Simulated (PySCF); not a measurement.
## Curvature of the energy in the electron number along group 15, charge -1

Calculated with PySCF 2.14, in def2-TZVPPD, non-relativistic, def2-TZVPPD with the def2 core potential (28 electrons), ECP, def2-TZVPPD with the def2 core potential (60 electrons), ECP: one orbital is emptied in steps, and each cell gives the departure of E from the straight line at half an electron, in eV (from a cubic fit). The exact functional gives zero.

```json
{"species": "P-", "orbital": "3p beta", "LDA": "-0.86", "PBE": "-0.82", "r2SCAN": "-0.74", "PBE0": "-0.55", "BHandHLYP": "-0.35", "LC-wPBE": "0.08", "UHF": "0.22"}
{"species": "As-", "orbital": "4p beta", "LDA": "-0.87", "PBE": "-0.82", "r2SCAN": "-0.74", "PBE0": "-0.57", "BHandHLYP": "-0.38", "LC-wPBE": "0.05", "UHF": "0.18"}
{"species": "Sb-", "orbital": "5p beta", "LDA": "-0.71", "PBE": "-0.67", "r2SCAN": "-0.60", "PBE0": "-0.46", "BHandHLYP": "-0.30", "LC-wPBE": "0.10", "UHF": "0.16"}
{"species": "Bi-", "orbital": "6p beta", "LDA": "-0.69", "PBE": "-0.66", "r2SCAN": "-0.57", "PBE0": "-0.45", "BHandHLYP": "-0.30", "LC-wPBE": "0.10", "UHF": "0.15"}
```

**Question.** How does the mean departure depend on the functional?

**Answer.** LDA -0.78 eV; PBE -0.74 eV; r2SCAN -0.66 eV; PBE0 -0.51 eV; BHandHLYP -0.33 eV; LC-wPBE 0.08 eV; UHF 0.18 eV. Semilocal functionals are convex (delocalisation error), Hartree-Fock is concave or straight, and exact exchange removes curvature roughly in proportion to its share, so among the functionals the range-separated hybrids usually come closest to zero.

At the full anion the orbital energy is positive in some cells, where the basis helps to hold the electron.

No spin-orbit coupling is included.
